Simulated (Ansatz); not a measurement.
dimethyl sulfide (SMILES CSC), charge 0, multiplicity 1, relaxed at each level with Ansatz (a program for electronic structure); harmonic frequencies from differences of analytic forces, average atomic masses, frozen cores.

```
level                C1–S2 (Å)  C1–H4 (Å)  C1–H5 (Å)  C1–H6 (Å)  S2–C3 (Å)  C3–H7 (Å)  S2–C1–H4 (°)  S2–C1–H5 (°)  S2–C1–H6 (°)  dipole (D)
-------------------  ---------  ---------  ---------  ---------  ---------  ---------  ------------  ------------  ------------  ----------
HF/def2-TZVPP           1.8012     1.0814     1.0807     1.0814     1.8012     1.0814         111.1         107.2         111.1        1.71
PBE/def2-TZVPP          1.8112     1.0987     1.0970     1.0987     1.8112     1.0987         111.3         107.0         111.3        1.51
r2SCAN/def2-TZVPP       1.8038     1.0914     1.0895     1.0914     1.8038     1.0914         111.1         107.2         111.1        1.61
B3LYP/def2-TZVPP        1.8124     1.0898     1.0885     1.0898     1.8124     1.0898         111.2         107.0         111.2        1.54
PBE0/def2-TZVPP         1.7955     1.0912     1.0898     1.0912     1.7955     1.0912         111.2         107.2         111.2        1.58
wB97X-V/def2-TZVPP      1.7985     1.0921     1.0908     1.0921     1.7985     1.0921         111.1         107.5         111.1        1.60
MP2/cc-pV(T+d)Z         1.7996     1.0883     1.0872     1.0883     1.7996     1.0883         110.9         107.5         110.9        1.55
CCSD(T)/cc-pV(D+d)Z     1.8157     1.1063     1.1046     1.1063     1.8157     1.1063         111.2         107.5         111.2        1.39
CCSD(T)/cc-pV(T+d)Z     1.8099     1.0909     1.0897     1.0909     1.8099     1.0909         110.9         107.5         110.9        1.53
```

Measured: bond lengths of mixed type (r0, rs, rg or re) CS 1.802, CH 1.091 Å [NIST CCCBDB].
